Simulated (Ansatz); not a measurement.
B₂H₄Si, SMILES `B1B[SiH2]1`. Charge 0, multiplicity 1. The structure was optimised at the PBE0-D4/def2-TZVP level.

```xyz
7

B    -0.663    0.863    0.722
B    -0.855   -0.602    0.786
Si    0.569   -0.097   -0.566
H    -0.461    2.021    0.611
H    -0.942   -1.778    0.784
H     1.326    0.992   -1.230
H     1.026   -1.400   -1.107
```

Problem. What is the dipole moment at B3LYP/def2-TZVPP? (Best estimate.)

Solution. Ansatz gave: 1.54 D, with components (1.08, -0.19, -1.08) D in this frame, pointing from negative to positive charge.

Problem. And with PBE, r2SCAN, ωB97M-V? (Estimate.)

Solution. The calculation gave: PBE 1.58 D, r2SCAN 1.57 D, ωB97M-V 1.67 D.

Problem. Give the Mulliken charges with B3LYP, PBE, ωB97M-V in def2-TZVPP. (An estimate is asked.)

Solution. Computed: 
```json
{"atom": "B1", "B3LYP": "-0.10", "PBE": "-0.08", "ωB97M-V": "-0.18"}
{"atom": "B2", "B3LYP": "-0.10", "PBE": "-0.08", "ωB97M-V": "-0.18"}
{"atom": "Si3", "B3LYP": "0.06", "PBE": "0.04", "ωB97M-V": "0.01"}
{"atom": "H4", "B3LYP": "0.09", "PBE": "0.07", "ωB97M-V": "0.15"}
{"atom": "H5", "B3LYP": "0.09", "PBE": "0.07", "ωB97M-V": "0.15"}
{"atom": "H6", "B3LYP": "-0.02", "PBE": "-0.01", "ωB97M-V": "0.02"}
{"atom": "H7", "B3LYP": "-0.02", "PBE": "-0.01", "ωB97M-V": "0.02"}
```

B3LYP here is the variant with VWN-RPA as its local correlation; programs differ in this.
